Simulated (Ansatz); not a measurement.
A run of Ansatz (development build ahead of 0.2.0) on doublet C₂H₃N(+) at this shape:

```yaml
atoms:
  - { symbol: C, position_ang: [0.6499, 0.6243, 0.7411] }
  - { symbol: C, position_ang: [-0.0915, -0.0968, -0.1042] }
  - { symbol: N, position_ang: [-0.8444, -0.8334, -0.9750] }
  - { symbol: H, position_ang: [0.9807, 1.5454, 0.2672] }
  - { symbol: H, position_ang: [0.0422, 0.8827, 1.6276] }
  - { symbol: H, position_ang: [1.5137, 0.0481, 1.0717] }
```

Its results:

```json
{
  "Converged": "yes",
  "Total energy": "-131.38371 hartree",
  "Spin squared of the determinant": "1.233",
  "Stability test": "minimum"
}
```

Forces (eV/Å):
```json
{"atom": "C1", "Fx": "2.655", "Fy": "2.122", "Fz": "2.053"}
{"atom": "C2", "Fx": "-6.272", "Fy": "-5.905", "Fz": "-6.737"}
{"atom": "N3", "Fx": "3.718", "Fy": "3.659", "Fz": "4.338"}
{"atom": "H4", "Fx": "-0.048", "Fy": "0.454", "Fz": "0.002"}
{"atom": "H5", "Fx": "-0.171", "Fy": "-0.116", "Fz": "-0.015"}
{"atom": "H6", "Fx": "0.119", "Fy": "-0.214", "Fz": "0.360"}
```

(1) Which input gives this output? Name the method, the orbitals and the basis set, and write the input.

Answers

(1) UHF in def2-SVP.

```yaml
crystal:
  periodic: [false, false, false]
  atoms:
    - { symbol: C, position_ang: [0.64991, 0.62435, 0.74113] }
    - { symbol: C, position_ang: [-0.09151, -0.09681, -0.10425] }
    - { symbol: "N", position_ang: [-0.8444, -0.83339, -0.97499] }
    - { symbol: H, position_ang: [0.98069, 1.54536, 0.26724] }
    - { symbol: H, position_ang: [0.04222, 0.88274, 1.62758] }
    - { symbol: H, position_ang: [1.51372, 0.04813, 1.07169] }
basis:
  gaussian: { orbitals: def2-SVP }
total_charge: 1
magnetization:
  spin_polarized: true
  initial_magnetization: 1
hamiltonian:
  xc: hf
output:
  forces: true
```

Caution: the unrestricted determinant is spin contaminated.
